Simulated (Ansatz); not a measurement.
These are Ansatz (a program for electronic structure) with frozen-core CCSD(T)/cc-pVTZ // B3LYP-D3(BJ)/def2-TZVP values and carry that method's errors.

Ansatz 0.2 input:
```yaml
crystal:
  periodic: [false, false, false]
  atoms:
    - { symbol: O, position_ang: [0.488308, -0.000003, -0.000002] }
    - { symbol: H, position_ang: [-0.488308, 0.000003, 0.000002] }
basis:
  gaussian: { orbitals: cc-pVTZ }
correlation:
  method: ccsd_t
magnetization:
  spin_polarized: true
  initial_magnetization: 1
```

Output:

```
Functional definition: HF
261 factors; integrals over basis functions are off by at most 8.8e-4 eV
mean field evaluation 1: about -2051.7601 eV, gradient 1.2e1 eV
mean field evaluation 2: about -2051.7604 eV, gradient 1.2e1 eV
mean field evaluation 4: about -2052.2477 eV, gradient 1.3e0 eV
mean field evaluation 8: about -2052.2546 eV, gradient 6.0e-4 eV
mean field evaluation 16: about -2050.8006 eV, gradient 1.6e1 eV
mean field evaluation 32: about -2052.2546 eV, gradient 5.7e-2 eV
mean field -2052.25462637 eV, -75.4189664510 hartree, gradient 1.6e-6 eV, S^2 0.756140; 2 other end points of the search recorded, 0 dependent functions left out
1 core orbitals not correlated
reference -2052.25462637 eV, -75.4189664510 hartree; 4, 3 occupied and 39, 40 virtual orbitals, 261 factors
second order -5.43853907 eV of doubles, -0.00000000 eV of singles
cycle   1  -5.68662319 eV  change   -2.5e-1 eV  update   3.2e-2
cycle   2  -5.79910305 eV  change   -1.1e-1 eV  update   1.1e-2
cycle   3  -5.81241408 eV  change   -1.3e-2 eV  update   4.0e-3
cycle   4  -5.81191061 eV  change    5.0e-4 eV  update   1.5e-3
cycle   5  -5.81254302 eV  change   -6.3e-4 eV  update   6.4e-4
cycle   6  -5.81269781 eV  change   -1.5e-4 eV  update   2.2e-4
cycle   7  -5.81271799 eV  change   -2.0e-5 eV  update   7.2e-5
cycle   8  -5.81270096 eV  change    1.7e-5 eV  update   2.3e-5
cycle   9  -5.81270194 eV  change   -9.8e-7 eV  update   6.4e-6
perturbative correction -0.13922905 eV, -0.0051165733 hartree
Total energy: -2058.20655736 eV, -75.6376958804 hartree
```

Cost: about 1.4 core-seconds (a rough figure).
